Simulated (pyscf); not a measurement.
Routes from F–SiH₂–O–SiH₃ + NH₃

Candidate steps break at most two bonds and form at most two. Each was searched with GFN2-xTB (tblite) first. Structures and frequencies: ωB97X-D3(BJ)/def2-SVP in PySCF. Energies: ωB97M-D3(BJ)/def2-TZVP, eV, from the separated reactants, singlet surface; ΔG‡ with ideal gas, 1 atm, RRHO with modes under 100 cm⁻¹ raised to 100, one conformer, R ln 2 for chiral ones without a mode under 150 cm⁻¹.

```tsv
products	type	ΔE‡	ΔE	ΔG‡ 298 K	ΔG‡ 900 K	ν‡ (cm⁻¹)
H₂N–SiH₂–O–SiH₂–F + H₂	four-centre exchange	1.56	-0.53	2.01	3.08	1369i
H₂N–SiH(F)–O–SiH₃ + H₂	four-centre exchange	1.60	-0.58	2.01	3.00	1424i
```

Row 1: On the reactant side the descent ends in a complex (not fully relaxed), 0.31 eV under the separated species and 1.86 eV under the saddle at ωB97X-D3(BJ)/def2-TZVP. Row 2: On the reactant side the descent ends in an adduct with a N–Si contact (not fully relaxed), 0.33 eV under the separated species and 1.93 eV under the saddle at ωB97X-D3(BJ)/def2-TZVP. 

Plain bond fissions and candidates not yet searched are not listed, and one of them may be faster. Each barrier is that of the saddle found; lower ones may exist.
